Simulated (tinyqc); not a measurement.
Inside a calculation. Method: coupled-perturbed Hartree-Fock on RHF in the sto-6g basis, for BH3, spin multiplicity 1. One step of it, computed by the program tinyqc.

Problem. Response to a field: uncoupled start. Field along z; U_ai = -mu_ai / (e_a - e_i), alpha = -4 sum U_ai mu_ai.

orbital energies (hartree): MO1 -7.522609, MO2 -0.686339, MO3 -0.482135, MO4 -0.482133, MO5 0.230954, MO6 0.754296, MO7 0.793308, MO8 0.793328

dipole integrals <a|z|i> (bohr):
```
           i1         i2         i3        i4
a5   0.117578   0.814804  -0.000136  0.000000
a6  -0.001984  -0.000867  -0.000049  0.000000
a7   0.000000   0.000000   0.000000  0.015031
a8  -0.000007   0.000001   0.015031  0.000000
```

Give: uncoupled U; uncoupled polarisability.

Solution.

uncoupled U:
```
         i1       i2       i3       i4
a5  -0.0152  -0.8883   0.0002   0.0000
a6   0.0002   0.0006   0.0000   0.0000
a7   0.0000   0.0000   0.0000  -0.0118
a8   0.0000   0.0000  -0.0118   0.0000
```

uncoupled polarisability = 2.9036 bohr^3
